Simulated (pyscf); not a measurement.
H₂C=CH–F (SMILES C=CF) + F–C:–F (SMILES F[C]F) [singlet] → H₂C=C(F)–CH(F)–F (SMILES C=C(F)C(F)F), an insertion (singlet surface; C–H broken, C–C, C–H formed). PySCF, gas phase, ωB97X-D3(BJ)/def2-SVP geometries. Energies in kJ/mol from the separated reactants.

Small-basis levels: PySCF, no dispersion term, spherical d functions. 

Q: In single points HF/3-21G puts the saddle at 261.6 kJ/mol and the reaction energy at -241.1 kJ/mol. Should these be trusted to within a few kcal/mol? Compare with ωB97M-D3(BJ)/def2-TZVP.

A: ωB97M-D3(BJ)/def2-TZVP gives ΔE‡ = 171.9 kJ/mol and ΔE = -237.2 kJ/mol. HF/3-21G lies 89.8 kJ/mol over it in the barrier and 3.9 kJ/mol under it in the reaction energy, so on this step it does not hold to within 12.6 kJ/mol. ωB97M-D3(BJ)/def2-TZVP has limits of its own. The same reactants have a lower exit, to cyclic C₃H₃F₃ (SMILES FC1CC1(F)F) (barrier +63.5 kJ/mol at ωB97M-D3(BJ)/def2-TZVP, against +171.9 kJ/mol here). This is the saddle that the search found; another between the same sides may lie lower.
